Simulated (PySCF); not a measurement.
# Which functional comes closest?

Molecule: 2,2,2-Trifluoroethylamine (SMILES NCC(F)(F)F).

Numbering as in the mapped SMILES `[NH2:1][CH2:2][C:3]([F:4])([F:5])[F:6]`; H(Xn) means a hydrogen on atom n.

Geometry PBE0-D3(BJ)/def2-SVP throughout; GIAO in PySCF, gas phase, one conformer, non-relativistic; equivalent atoms averaged; basis pcSseg-2.

Reference values (measured; G. Saielli, R. Bini, A. Bagno, Computational 19F NMR. 2. Organic compounds, RSC Adv. 2014, ESI (exp. from Berger-Braun-Kalinowski 1994 and Everett 1995)): δ(F4/F5/F6) = -76.2 ppm vs CFCl3. Computed shifts are taken against CFCl3, calculated as an isolated molecule at each level.

How do the functionals HF, LDA, PBE, BLYP, BP86, OPBE, KT2, KT3, B97-D, B3LYP, PBE0, mPW1PW91, WP04, B97-2, BHandHLYP, CAM-B3LYP, wB97X-D, LC-wPBE perform against the reference? Times are CPU seconds on shared hosts with different chips, so compare them loosely.

Answers


| functional | kind | F4/F5/F6 | abs. error F | core-s |
| --- | --- | --- | --- | --- |
| HF | Hartree–Fock | -58.4 | 17.8 | 15 |
| LDA | LDA | -103.5 | 27.3 | 31 |
| PBE | GGA | -103.7 | 27.5 | 39 |
| BLYP | GGA | -103.2 | 27.0 | 39 |
| BP86 | GGA | -103.7 | 27.5 | 40 |
| OPBE | GGA | -100.5 | 24.3 | 40 |
| KT2 | GGA | -111.9 | 35.7 | 35 |
| KT3 | GGA | -106.6 | 30.4 | 36 |
| B97-D | GGA | -100.9 | 24.7 | 35 |
| B3LYP | global hybrid | -89.9 | 13.7 | 25 |
| PBE0 | global hybrid | -87.6 | 11.4 | 25 |
| mPW1PW91 | global hybrid | -86.9 | 10.7 | 26 |
| WP04 | global hybrid | -84.9 | 8.7 | 39 |
| B97-2 | global hybrid | -88.3 | 12.1 | 39 |
| BHandHLYP | global hybrid | -75.1 | 1.1 | 42 |
| CAM-B3LYP | range-separated hybrid | -77.7 | 1.5 | 48 |
| wB97X-D | range-separated hybrid | -80.3 | 4.1 | 52 |
| LC-wPBE | range-separated hybrid | -64.6 | 11.6 | 64 |

For ¹⁹F the closest is BHandHLYP (1.1 ppm) and the furthest KT2 (35.7 ppm). One molecule is a small sample, and vibrational and solvent effects are absent from the calculation.
